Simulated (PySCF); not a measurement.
A structure optimised at B3LYP-D3(BJ)/def2-TZVPD, used in a PySCF frequency run:

```
C
S 1 1.5320
```
Charge 0, spin multiplicity 1.

Q: Write its SMILES, formula and point group.

A: [C-]#[S+], CS, C∞v

Q: What are its rotational constants (standard atomic weights)?

A: 24.645 GHz (linear rotor, B only)
